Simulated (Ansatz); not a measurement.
Born–Oppenheimer molecular dynamics of CH7AlS (10 atoms, charge 0, multiplicity 1). It starts at the highest image of a converged band. Of that band: A structure lower than the first end lies on the path between it and the top, so the climb from that side starts below the end, which may itself be a saddle point or a shallow side well. A vibrational analysis at the climbing image gives one clearly imaginary mode, 870i cm⁻¹: a first-order saddle point.

These are results of RKS r2SCAN-D4/6-31G* in Ansatz 0.2.0, not measurements.

```
ensemble                      : NVE (velocity Verlet)
time step                     : 0.5 fs
steps asked                   : 200
starting velocities drawn for : 100 K
seed                          : 2439
```

First frame:

```xyz
10
Properties=species:S:1:pos:R:3
Al 0.059 -0.287 0.123
C -0.060 -0.105 2.197
H -0.979 -0.341 2.747
H 0.806 -0.350 2.824
H -0.053 0.998 2.106
H 1.528 0.064 -0.367
H -1.305 0.157 -0.562
S -0.006 -2.705 0.434
H -1.354 -2.769 0.446
H -0.029 -1.550 1.496
```

How far do the bonds stretch over the last three quarters of this one trajectory? (Pairs bonded in most of those frames.)


```tsv
bond	mean (Å)	spread (Å)	shortest	longest
Al1–H6	1.587	0.030	1.54	1.63
Al1–H7	1.593	0.020	1.56	1.62
Al1–S8	2.228	0.107	2.06	2.41
C2–H3	1.097	0.028	1.04	1.16
C2–H4	1.097	0.027	1.04	1.16
C2–H5	1.105	0.039	1.03	1.18
C2–H10	1.118	0.088	0.97	1.28
S8–H9	1.352	0.016	1.33	1.38
```

Pairs bonded in part of these frames only: Al1–C2 11 %.

Mean temperature of the second half: 1173 K. The conserved energy stayed within 0.49 meV per atom of its start (net change -0.097 meV per atom), so the integration is sound. The kinetic energy rose, since the run started high on the potential surface and went downhill. It ends in pieces (AlH3S + CH4), so much of that is their flight and rotation, not heat. A run of 0.1 ps of so small a system gives no equilibrium averages. The orbitals stay closed-shell, which can raise the energy where a bond breaks towards radicals; this wasn't checked here.

The run took 14 min on 1 thread of Arm Neoverse V1, with other jobs on the host, peak memory 0.13 GiB.
